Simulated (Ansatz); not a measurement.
# A ladder of methods for CH2AlN (SMILES N#[C][AlH2])

CH2AlN: 5 atoms, total charge 0, spin state singlet. SMILES: `N#[C][AlH2]`. The coordinates come from a PBE0-D4/def2-TZVP relaxation.

| atom | x (Å) | y (Å) | z (Å) |
| --- | --- | --- | --- |
| N | 1.3823 | -1.3460 | 1.3942 |
| C | 0.7142 | -0.6980 | 0.7118 |
| Al | -0.4072 | 0.3900 | -0.4346 |
| H | -1.6297 | -0.3229 | -1.1202 |
| H | -0.0097 | 1.9032 | -0.5926 |

Each level gives the energy change with the C2–Al3 bond stretched from 1.938 to 2.907 Å (eV). The values are calculated.

```csv
level,kind,program,value (eV),less FCI/STO-3G,CPU time (all runs)
BLYP/STO-3G (restricted),GGA,Ansatz,3.39,-0.73,2.2 s
revPBE/STO-3G (restricted),GGA,Ansatz,3.43,-0.69,2.2 s
r2SCAN/STO-3G (restricted),meta-GGA,Ansatz,3.70,-0.42,5.1 s
PBE0/STO-3G (restricted),global hybrid,Ansatz,3.90,-0.22,2.2 s
HSE06/STO-3G (restricted),range-separated hybrid,Ansatz,3.88,-0.24,2.7 s
B2PLYP/STO-3G (restricted),double hybrid,Ansatz,3.98,-0.14,3.2 s
MP2/STO-3G (restricted),perturbation theory,Ansatz,4.36,+0.24,0.24 s
CCSDT/STO-3G (restricted),coupled cluster or CI,Ansatz,4.12,0.00,0.96 s
FCI/STO-3G,exact in the basis,Ansatz,4.12,0.00,2.9 min
```

FCI/STO-3G is exact within its basis and frozen core, so for wave-function methods in that basis the difference is their error; functionals converge differently with the basis, so for them it is only a difference. The first shape isn't each level's own minimum. The values span 3.39 to 4.36 eV. All rows use very small basis sets, so none should be taken for the real molecule's value. Times are those of the runs behind each value, whatever else they computed, on shared processors of several kinds: orders of magnitude only.
